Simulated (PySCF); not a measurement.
**Na₂: energy against distance**

Set-up: basis Na 6-31G(d,p); no relativity; PySCF 2.14. Energies in eV from Na + Na in their ground configurations at the same level. State: ¹Σg⁺ (singlet), closed shell.

| R (Å) | MN15 |
| --- | --- |
| 2.652 | -0.8047 |
| 2.776 | -0.8438 |
| 2.899 | -0.8641 |
| 2.991 | -0.8663 |
| 3.084 | -0.8582 |
| 3.176 | -0.8406 |
| 3.300 | -0.8046 |
| 3.454 | -0.7442 |
| 3.639 | -0.6579 |
| 3.886 | -0.5344 |

Question: Put a parabola through the three lowest points of the MN15 curve and estimate Re, k and ωe (reduced mass 11.49 u; 1 eV/Å² = 0.16022 mdyn/Å; ωe = 1302.8·√(k/μ) cm⁻¹).

Answer: Through R = 2.899, 2.991, 3.084 Å the second-order coefficient is 0.600 eV/Å², so Re ≈ 2.965 Å, k ≈ 0.192 mdyn/Å and ωe ≈ 169 cm⁻¹. A polynomial fit of higher order to the unrounded MN15 energies gives Re = 2.965 Å, k = 0.201 mdyn/Å, ωe = 172 cm⁻¹; anharmonicity and rounding make the difference.

The higher-order fit for each curve: MN15: Re = 2.965 Å, ωe = 172 cm⁻¹, De = 0.87 eV.

Closed-shell solutions of metal pairs were not tested for spin polarisation, which can lower them a little.
